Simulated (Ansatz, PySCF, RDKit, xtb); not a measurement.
Complex: CH5N (SMILES CN) (first 7 atoms) with CH4O (SMILES CO); geometry from S66by8 set.
(charge 0, multiplicity 1):
| atom | x (Å) | y (Å) | z (Å) |
|---|---|---|---|
| N | -1.6833 | -0.4200 | -0.5792 |
| H | -0.6929 | -0.6322 | -0.6072 |
| H | -2.1583 | -1.3095 | -0.5023 |
| C | -1.9656 | 0.3818 | 0.6091 |
| H | -3.0315 | 0.5961 | 0.6589 |
| H | -1.6706 | -0.0719 | 1.5610 |
| H | -1.4528 | 1.3382 | 0.5246 |
| O | 1.5572 | -0.4177 | -0.5055 |
| H | 1.8392 | -0.0477 | -1.3454 |
| C | 1.9431 | 0.4939 | 0.5139 |
| H | 1.6199 | 0.0643 | 1.4570 |
| H | 3.0242 | 0.6330 | 0.5530 |
| H | 1.4646 | 1.4675 | 0.3988 |

Interaction energies are E(AB) − E(A) − E(B) at the monomers' geometry in the complex; basis-set methods are counterpoise corrected. Rows marked so take none. RDKit's UFF carries no charges.

Rows in 6-31G* carry no dispersion term and start afresh at each structure (6-31G* with six Cartesian d functions). MP2/6-31G* freezes PySCF's default core.

The values were computed with Ansatz (Gaussian orbitals); PySCF for 6-31G* rows, the dispersion terms; RDKit for the force fields; xtb for the GFN methods. 

```
level                            interaction energy (meV)
-------------------------------  ------------------------
UFF                                                  48.4
GFN-FF                                             -148.4
SVWN5/def2-TZVPPD                                  -189.6
B3LYP/6-31G*                                        -89.0
B3LYP/def2-TZVPPD                                   -69.4
B3LYP-D3(BJ)/def2-TZVPPD                           -134.6
PBE0-D4/def2-TZVPPD                                -135.8
M06-2X/6-31G* (no counterpoise)                    -189.7
MP2/6-31G*                                              …
```

Problem. Fill in the missing entries.

Solution. 
- MP2/6-31G*, interaction energy (meV): -105.1

Ansatz is a first-principles code.
